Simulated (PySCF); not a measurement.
A PySCF script (with the pyscf-properties extension) for the NMR shieldings of Sulfuryl Chloride Fluoride (SMILES O=S(=O)(F)Cl), on a PBE0-D3(BJ)/def2-TZVP geometry:

```python
import basis_set_exchange as bse
import numpy as np
from pyscf import gto, dft
from pyscf.prop import nmr

atoms = """
O    -0.026339   -1.068619   -1.090712
S    -0.050821   -0.205228    0.023638
O    -0.145779   -0.649231    1.358508
F    -1.207194    0.802779   -0.205896
Cl    1.462677    1.084803   -0.123822
"""
names = dict.fromkeys(["O", "S", "F", "Cl"], "pcSseg-2")
basis = {el: gto.basis.parse(bse.get_basis(n, elements=[el], fmt="nwchem")) for el, n in names.items()}
mol = gto.M(atom=atoms, basis=basis, charge=0, verbose=0)
mf = dft.RKS(mol, xc="GGA_XC_KT3")
mf.grids.level = 2
mf.grids.alignment = dft.numint.BLKSIZE   # the property module wants whole blocks of grid points
mf.conv_tol = 1e-9
mf.kernel()

calc = nmr.RKS(mf)   # GIAO
sigma = calc.kernel()   # uncoupled for a functional without exact exchange
for i, s in enumerate(sigma):   # ppm
    print("%2d %-2s %9.2f" % (i, mol.atom_pure_symbol(i), np.trace(s) / 3))
```

Q: What are the results?

A: 
```
 0 O      29.67
 1 S     222.62
 2 O      29.64
 3 F      59.85
 4 Cl    379.86
```

These numbers come from an equivalent density-fitted implementation of the same equations, which agrees with the script to about 0.01 ppm for H and up to a few tenths of a ppm for heavy atoms, so last digits may differ.

Q: Turn these shieldings into chemical shifts. References, each an isolated molecule treated in the same way: H2O for ¹⁷O (325.30 ppm); CS2 for ³³S (535.12 ppm); ¹⁹F (145.48 ppm) against CFCl3; HCl for ³⁵Cl (942.39 ppm).

A: Averaging equivalent atoms: O 0/2: 295.6; S 1: 313; F 3: 85.6; Cl 4: 563 ppm. Unscaled 19F shifts against computed CFCl3 carry errors that often reach 10 to 50 ppm. Unscaled 17O shifts of doubly bonded oxygen tend to come out too high, by tens of ppm or more. Experimental scales use liquid or dissolved standards, which lie at an offset from isolated H2O (liquid H2O: subtract about 36 ppm).

Size and cost of the density-fitted run: 194 basis functions, 18 s wall time on 1 thread of an Arm Neoverse V1, shared host; peak memory 0.71 GiB.
